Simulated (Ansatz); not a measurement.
# Mg₂H (doublet): the correlation ladder at angle Mg2–Mg1–H3 = 138.3°, cc-pVDZ

Aim: climb from Hartree-Fock through coupled cluster and multireference methods for Mg₂H (doublet) at one geometry and basis, and see what each rung misses.

The runs use Ansatz 0.2.0, Gaussian basis; cc-pVDZ, core rule «outside noble gas», up to 10 orbitals frozen.

The runs, in order: UHF; CCSD(T) on ROHF; CCSD(T) on UHF; BCCD(T) on ROHF; CISD as a restricted active space (open shells left free, so some higher excitations enter); CCSDT(Q) on ROHF; CCSDT(Q) on UHF; CASSCF and MRCISD+Q, 3 electrons in 3 orbitals; CASSCF and NEVPT2, 3 electrons in 3 orbitals; Full CI.

22 further runs of the same task are left out: 12 for a known fault of the program, 8 that didn't finish, 2 set aside as unsound or not needed. Runs told in other sessions of the task aren't counted.

### Step 1. The system

The geometry derives from a PBE0/def2-TZVP stationary point (not a proven minimum). One angle is set to the value named; bond lengths are kept.

3 atoms, charge 0, spin multiplicity 2.

Atoms are counted from 1 here; the program's logs count them from 0.

Bond lengths: Mg1–H3 1.736 Å.

As a file:

```xyz
3
charge 0, multiplicity 2
Mg   -0.5676    0.0000    0.4088
Mg    0.5173    0.0000   -2.4398
H     0.0502    0.0000    2.0310
```

### Step 2. UHF

in.yaml

```yaml
crystal:
  periodic: [false, false, false]
  atoms:
    - {symbol: Mg, position_ang: [-0.567588, 0.000000, 0.408812]}
    - {symbol: Mg, position_ang: [0.517346, 0.000000, -2.439807]}
    - {symbol: H, position_ang: [0.050242, 0.000000, 2.030995]}
basis:
  gaussian: {orbitals: cc-pVDZ}
magnetization: {spin_polarized: true, initial_magnetization: 1}
hamiltonian: {xc: hf}
output: {orbitals: {seedname: orbitals}}
```

Run with:

```bash
ansatz run in.yaml --threads 1 --pin off --events-out ev --progress --plain --max-ram 2393MiB
```

The runs that follow: CCSD(T) on ROHF; CCSD(T) on UHF; BCCD(T) on ROHF; CISD as a restricted active space (open shells left free, so some higher excitations enter); CCSDT(Q) on ROHF; CCSDT(Q) on UHF; CASSCF and MRCISD+Q, 3 electrons in 3 orbitals; CASSCF and NEVPT2, 3 electrons in 3 orbitals; Full CI.

Q: Predict the results of all the runs planned. Wanted: FCI from the RHF energy; RMP2 from FCI; UMP2 from FCI; RCCSD from FCI; RCCSD(T) from FCI; UCCSD(T) from FCI; RCCSDT(Q) from FCI; UCCSDT(Q) from FCI; NEVPT2 pair from FCI.

**Answer**, as computed:

```
                         quantity                                                                             value
          FCI from the ROHF energy                                                                        -2.1760 eV
                    RMP2 from FCI                                                                        +697.7 meV
                    UMP2 from FCI                                                                        +683.2 meV
                   RCCSD from FCI                                                                         +68.3 meV
                RCCSD(T) from FCI                                                                         +20.8 meV
                UCCSD(T) from FCI                                                                         +19.7 meV
               RCCSDT(Q) from FCI                                                                          +0.6 meV
               UCCSDT(Q) from FCI                                                                           0.0 meV
             NEVPT2 pair from FCI                                                                        +661.3 meV
           MRCISD+Q pair from FCI                                                                          +6.0 meV
levels within 1 kcal/mol (43 meV)  RCCSD(T), UCCSD(T), BCCD(T), RCCSDT, UCCSDT, RCCSDT(Q), UCCSDT(Q), MRCISD+Q pair
                    T1 diagnostic                                                                             0.068
   effectively unpaired electrons                                                                              1.10
```

RCCSD(T) lands +20.8 meV from the yardstick (1.0 % of the correlation energy). The occupations are near whole numbers, but T1 = 0.068 shows that the orbitals relax strongly. Of the multireference levels listed MRCISD+Q pair comes nearest in total energy (+6.0 meV), which doesn't show that its space is the better one. These misses are within one basis, not against nature; the frozen cores of restricted and unrestricted runs differ, which can shift their rows.

Levels on UHF freeze UHF's core orbitals, full CI those of ROHF, so the U rows can settle a little off it for that reason alone.

With open shells the CI space here admits some higher excitations, so it is larger than plain CISD.
